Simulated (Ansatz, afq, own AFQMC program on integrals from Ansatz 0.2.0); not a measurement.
## SBr⁺, triplet in cc-pVDZ, levels against CCSDT(Q)

```xyz
2

S     0.0000    0.0000    0.0000
Br    0.0000    0.0000    2.2720
```

Basis cc-pVDZ. Only valence electrons are correlated. Ansatz 0.2.0 and our own AFQMC program on the same integrals; the CISD trial comes from CCSD amplitudes, and released means the phaseless constraint is let go. Free AFQMC starts from the CCSD state and is never constrained. Its projection time is finite, and what remains of the start isn't in its error. Uncertainties: one standard error, sampling alone. No spin–orbit coupling.

Determinant: ROHF, the one that the program's search chose, which needn't be the lowest solution. The geometry is a point of a scan.

No full CI on the walks' own integrals is used here; CCSDT(Q) serves as the reference and is uncertain by about the last step of the cluster series.

Cautions: no relativity below Rb; no spin-orbit coupling; inner d shell frozen; lower spins were not checked; higher spins were not checked; a spin-contaminated unrestricted determinant lies lower (UHF 211 meV lower, ⟨S²⟩ 2.05); strong correlation (T1 0.062, weight of the determinant 0.80, largest double 0.12).

- T1 diagnostic: 0.0624
- weight of the determinant in the CISD state: 0.798
- size of the correlated space: 12 electrons in 26 orbitals

Reference: CCSDT(Q), correlation energy -7.097 eV. The released energy is read at 2.40 1/Eh (meV from the phaseless value at times in 1/Eh: -25 ± 25 at 0.24, -69 ± 27 at 0.51, -104 ± 31 at 0.99, -99 ± 39 at 1.62, -82 ± 49 at 2.40).

```json
{"level": "HF", "E − E(reference) (kJ/mol)": "684.7", "share of correlation (%)": "0.00"}
{"level": "MP2", "E − E(reference) (kJ/mol)": "123.1", "share of correlation (%)": "82.02"}
{"level": "CCSD", "E − E(reference) (kJ/mol)": "32.7", "share of correlation (%)": "95.22"}
{"level": "CCSD(T)", "E − E(reference) (kJ/mol)": "7.1", "share of correlation (%)": "98.97"}
{"level": "CCSDT", "E − E(reference) (kJ/mol)": "2.0", "share of correlation (%)": "99.71"}
{"level": "ph-AFQMC/HF", "E − E(reference) (kJ/mol)": "-6.2 ± 7.2", "share of correlation (%)": "100.91"}
{"level": "ph-AFQMC/CISD", "E − E(reference) (kJ/mol)": "4.5 ± 2.5", "share of correlation (%)": "99.35"}
{"level": "released AFQMC", "E − E(reference) (kJ/mol)": "-3.5 ± 4.7", "share of correlation (%)": "100.51"}
{"level": "free AFQMC", "E − E(reference) (kJ/mol)": "-0.2 ± 2.4", "share of correlation (%)": "100.03"}
```

Free projections are given only where their last times agree within the noise and don't stop above the reference; a slow remainder of the start can still hide under it. A walk keeps the symmetry of its determinant, which the program's search chose and which needn't be the lowest solution, so a lower state of the same spin and another symmetry isn't excluded. Released energies are given only where the last usable release times agree within the noise; a slower fall can still hide under it.
